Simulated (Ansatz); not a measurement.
Density of states of Co2Si (Pnma, a = 4.883 Å, b = 3.712 Å, c = 7.040 Å, α = 90.00°, β = 90.00°, γ = 90.00°), in states per eV and primitive cell, averaged over bins of 0.4 eV. Theory: DFT PBE, scalar-relativistic, plane waves, PAW (Ansatz 0.2.0).

Plane waves to 420 eV, a k mesh through Γ of 8×10×6 on the computed 12-atom cell and Gaussian smearing (0.10 eV); collinear spin from starting moments 0.47 0.47 0.47 0.47 0.27 0.27 0.27 0.27 0 0 0 0 μB.

The cell is relaxed at this level. The states (both spins) are summed by tetrahedra on a 12×15×9 mesh at the self-consistent density. Energies are bin centres; the table starts no lower than −8 eV and ends at 6 eV, or lower where the solved bands end.

It is a metal at this level.

```tsv
E − E_F (eV)	total	Co 3d down	Co 3d up	Si 3p up	Si 3p down	Co 4s up	Co 4s down	Si 3s down	Si 3s up
-7.85	0.89	0.11	0.12	0.03	0.03	0.03	0.03	0.27	0.28
-7.45	0.00	0.00	0.00	0.00	0.00	0.00	0.00	0.00	0.00
-7.05	0.26	0.02	0.02	0.08	0.07	0.03	0.03	0.00	0.00
-6.65	2.90	0.25	0.29	0.74	0.72	0.34	0.33	0.08	0.08
-6.25	4.14	0.44	0.50	1.03	1.02	0.39	0.39	0.14	0.15
-5.85	4.45	0.64	0.69	1.01	1.04	0.31	0.32	0.18	0.17
-5.45	3.31	0.53	0.63	0.73	0.73	0.20	0.20	0.11	0.11
-5.05	3.82	0.71	0.78	0.76	0.80	0.23	0.23	0.11	0.11
-4.65	6.51	1.26	1.79	1.34	1.18	0.33	0.31	0.09	0.09
-4.25	9.72	2.54	2.90	1.61	1.73	0.30	0.30	0.09	0.08
-3.85	10.46	2.80	3.56	1.66	1.63	0.25	0.23	0.04	0.03
-3.45	10.58	3.02	4.32	1.18	1.32	0.18	0.18	0.02	0.04
-3.05	11.27	4.12	4.88	0.59	0.89	0.14	0.18	0.04	0.03
-2.65	15.54	5.40	8.18	0.60	0.52	0.12	0.16	0.03	0.03
-2.25	16.52	7.77	7.20	0.39	0.41	0.10	0.13	0.03	0.03
-1.85	16.99	7.61	7.82	0.40	0.40	0.12	0.12	0.04	0.04
-1.45	18.70	7.99	9.48	0.22	0.28	0.10	0.11	0.03	0.03
-1.05	25.26	10.74	13.11	0.27	0.24	0.12	0.12	0.04	0.07
-0.65	23.45	12.57	9.40	0.24	0.30	0.12	0.14	0.09	0.07
-0.25	15.04	7.19	6.85	0.21	0.22	0.09	0.10	0.05	0.04
0.15	9.52	4.63	3.81	0.46	0.16	0.10	0.06	0.03	0.07
0.55	7.71	5.06	1.53	0.36	0.38	0.05	0.08	0.06	0.03
0.95	4.93	1.73	1.79	0.63	0.35	0.12	0.05	0.03	0.07
1.35	5.17	2.13	1.16	0.57	0.66	0.11	0.12	0.08	0.09
1.75	3.84	1.18	0.89	0.57	0.53	0.09	0.10	0.09	0.12
2.15	4.25	1.06	0.93	0.75	0.64	0.10	0.09	0.16	0.20
2.55	4.08	1.04	0.68	0.59	0.75	0.07	0.09	0.28	0.25
2.95	2.92	0.54	0.55	0.53	0.44	0.12	0.06	0.21	0.24
3.35	4.28	0.76	0.63	0.71	0.72	0.23	0.19	0.35	0.34
3.75	4.75	0.69	0.60	0.89	0.86	0.31	0.28	0.35	0.33
4.15	3.51	0.48	0.36	0.65	0.74	0.24	0.26	0.21	0.17
4.55	4.13	0.43	0.43	0.79	0.72	0.50	0.36	0.14	0.15
4.95	4.60	0.47	0.40	0.83	0.87	0.52	0.54	0.12	0.11
5.35	4.51	0.39	0.35	0.69	0.67	0.64	0.62	0.09	0.10
5.75	4.61	0.34	0.29	0.57	0.60	0.69	0.70	0.09	0.08
```

The columns after the total are the main Löwdin projections on the occupied valence shells of the potentials; 4 others are left out. The rest of the total lies in those, in shells that are empty in the free atom, which aren't projected, and between the atoms.

Only this magnetic start was tried.

Cost: 1 run of about 8.5 core-minutes, on Intel Xeon Platinum 8488C (Sapphire Rapids) (shared hosts).